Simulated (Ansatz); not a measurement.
A calculation on hcp Ti returned lattice constant a 2.850 Å, lattice parameter c 4.517 Å.

For reference: lattice constant a 2.950 Å (measured, 293 K, not corrected to a static lattice; as tabulated in Wikipedia's data pages); lattice parameter c 4.683 Å (measured, 293 K, not corrected to a static lattice; as tabulated in Wikipedia's data pages).

Problem. Which level of theory produced these numbers?
A) PBEsol-D3(BJ) (Ansatz (an electronic-structure program))
B) PBEsol (Ansatz)
C) PBE0 (Ansatz)
D) BLYP (Ansatz)

Solution. A, PBEsol-D3(BJ) (Ansatz)

The others give: BLYP 2.962 Å, 4.683 Å; PBEsol 2.901 Å, 4.590 Å; PBE0 2.921 Å, 4.649 Å.

Unless a cell is named, each level is at its own relaxed cell (BLYP 17.79, PBE0 17.17, PBEsol 16.73, PBEsol-D3(BJ) 15.89 Å³/atom).

The crystal itself was run without spin with BLYP, PBEsol, PBE0, PBEsol-D3(BJ); a magnetic state was not tried in these runs.

Ansatz's density-functional and Hartree–Fock values are scalar-relativistic unless marked +SOC, with PAW data made under PBE.
